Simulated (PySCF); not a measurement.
**The electron affinity along the halogens**

Calculated with PySCF 2.14 from differences of total energies of unrestricted determinants, without spin-orbit coupling. Values in eV. The last column holds reference values (measured affinities from photodetachment; the arrow runs from anion to atom). Unmarked ones compare directly (S terms, centres of terms, or small fine structure); those marked * lie between the lowest fine-structure levels and include a spin-orbit shift.

```json
{"element": "F (x2c-QZVPPall with one added diffuse shell each of s, p, d, f type, spin-free X2C)", "configurations": "[Ne] → [He] 2s2 2p5", "LDA": "4.116", "PBE": "3.647", "r2SCAN": "3.291", "MP2 (valence)": "3.674", "SCS-MP2 (valence)": "3.493", "MP2 (valence and next inner shell)": "3.681", "reference": "3.401"}
{"element": "Cl (x2c-QZVPPall with one added diffuse shell each of s, p, d, f type, spin-free X2C)", "configurations": "[Ar] → [Ne] 3s2 3p5", "LDA": "3.917", "PBE": "3.636", "r2SCAN": "3.604", "MP2 (valence)": "3.681", "SCS-MP2 (valence)": "3.591", "MP2 (valence and next inner shell)": "3.687", "reference": "3.613 *"}
{"element": "Br (x2c-QZVPPall with one added diffuse shell each of s, p, d, f type, spin-free X2C)", "configurations": "[Kr] → [Ar] 3d10 4s2 4p5", "LDA": "3.729", "PBE": "3.450", "r2SCAN": "3.459", "MP2 (valence)": "3.466", "SCS-MP2 (valence)": "3.394", "MP2 (valence and next inner shell)": "3.515", "reference": "3.364 *"}
{"element": "I (x2c-QZVPPall with one added diffuse shell each of s, p, d, f type, spin-free X2C)", "configurations": "[Xe] → [Kr] 4d10 5s2 5p5", "LDA": "3.512", "PBE": "3.251", "r2SCAN": "3.262", "MP2 (valence)": "3.263", "SCS-MP2 (valence)": "3.206", "MP2 (valence and next inner shell)": "3.354", "reference": "3.059 *"}
```

The highest occupied level of the anion is positive for F⁻ at LDA, PBE, r2SCAN; Cl⁻ at LDA, PBE, r2SCAN; Br⁻ at PBE, so there the basis helps to hold the electron.

"Valence" correlates the outer s and p shells and, in groups 3 to 12 and the f block, the outer d or f shell, open or full, or the next shell where the ion has no valence electron left; the wider scheme adds the next inner shell.
